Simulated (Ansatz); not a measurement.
Input file:

```yaml
crystal:
  periodic: [false, false, false]
  atoms:
    - {symbol: Al, position_ang: [0.000000, 0.000000, 0.000000]}
    - {symbol: N, position_ang: [0.000000, 0.000000, 1.772000]}
basis:
  gaussian: {orbitals: aug-cc-pVDZ}
magnetization: {spin_polarized: true, initial_magnetization: 2}
correlation: {method: ccsd, electrons: valence}
accuracy: high
scf: {lower_state_search: off}
```

```sh
$ ansatz run in.yaml --threads 1 --pin off --events-out ev --progress --plain --max-ram 2393MiB
```

Output:

```
these checks for a lower state are left out or cut short: stability, starts, cluster_reference, orbital_swaps, neighbouring_geometries, increment
899 factors; integrals over basis functions are off by at most 3.0e-9 eV
mean field evaluation 1: about -8058.6719 eV, gradient 2.1e1 eV
mean field evaluation 2: about -8058.6744 eV, gradient 2.1e1 eV
mean field evaluation 4: about -8061.7535 eV, gradient 2.6e0 eV
mean field evaluation 8: about -8062.1063 eV, gradient 1.7e-1 eV
mean field evaluation 16: about -8062.1075 eV, gradient 1.4e-8 eV
mean field -8062.10745376 eV, -296.2769842329 hartree, gradient 1.4e-8 eV, S^2 2.077066; 0 other end points of the search recorded, 0 dependent functions left out
6 core orbitals not correlated: weight in the atoms' cores, before any rotation towards them, 1.000 or more for the frozen orbitals, at most 0.000 for the correlated occupied ones
reference -8062.10745376 eV, -296.2769842329 hartree; 5, 3 occupied and 39, 41 virtual orbitals, 899 factors
second order -4.23696510 eV of doubles, -0.00000000 eV of singles
cycle   1  -4.73041660 eV  change   -4.9e-1 eV  update   9.4e-2
cycle   2  -5.01564514 eV  change   -2.9e-1 eV  update   4.4e-2
cycle   3  -5.10687223 eV  change   -9.1e-2 eV  update   3.2e-2
cycle   4  -5.14218388 eV  change   -3.5e-2 eV  update   2.1e-2
cycle   5  -5.16872422 eV  change   -2.7e-2 eV  update   1.2e-2
...
cycle  21  -5.18329792 eV  change   -1.7e-9 eV  update   5.6e-8
cycle  22  -5.18329796 eV  change   -3.5e-8 eV  update   3.6e-8
cycle  23  -5.18329790 eV  change    5.7e-8 eV  update   8.2e-8
cycle  24  -5.18329791 eV  change   -1.0e-8 eV  update   2.8e-8
cycle  25  -5.18329791 eV  change   -5.5e-9 eV  update   1.3e-8
cycle  26  -5.18329792 eV  change   -9.8e-9 eV  update   6.2e-9
cycle  27  -5.18329793 eV  change   -5.4e-9 eV  update   2.9e-9
cycle  28  -5.18329793 eV  change   -2.8e-9 eV  update   1.3e-9
cycle  29  -5.18329793 eV  change  -9.0e-10 eV  update  6.2e-10
cycle  30  -5.18329793 eV  change  -4.1e-10 eV  update  3.0e-10
Total energy: -8067.29075169 eV, -296.4674669187 hartree
Checks for a lower state left out: stability, starts, cluster_reference, orbital_swaps, neighbouring_geometries, increment
```

Ran on 1 thread of Arm Neoverse N1, shared host: 3.2 s wall, 0.18 GiB peak host memory.
